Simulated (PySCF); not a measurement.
**Oxygen: a sound run and one with changed settings**

Sound run: O [He] 2s2 2p4, O⁺ [He] 2s2 2p3. All numbers are calculated (PySCF 2.14, the spin-free X2C one-electron Hamiltonian (Gaussian nucleus), in aug-cc-pVDZ-DK). In the sound run the correlated levels freeze 1s2. The sound run starts from symmetry-adapted Hartree-Fock orbitals and uses a fine grid where one is needed.

A second run was set up differently.

| species | method | sound run (hartree) | changed run (hartree) | converged |
| --- | --- | --- | --- | --- |
| O | MP2 | -74.95902 | -74.96089 | yes |
| O | CCSD(T) | -74.97771 | -74.97942 | yes |
| O⁺ | MP2 | -74.47813 | -74.47983 | yes |
| O⁺ | CCSD(T) | -74.49488 | -74.49645 | yes |

Ionisation energy of O:

```
 method  sound run (eV)  changed run (eV)
    UHF          12.047            12.047
    MP2          13.086            13.090
SCS-MP2          13.105            13.106
   CCSD          13.110            13.114
CCSD(T)          13.138            13.142
```

What was changed?
A. a valence shell is frozen
B. basis contracted for another Hamiltonian
C. too few SCF iterations
D. all electrons correlated in a valence basis

D. A valence basis has no tight correlating functions, so it recovers only part of the core correlation, and not evenly between atom and ion.
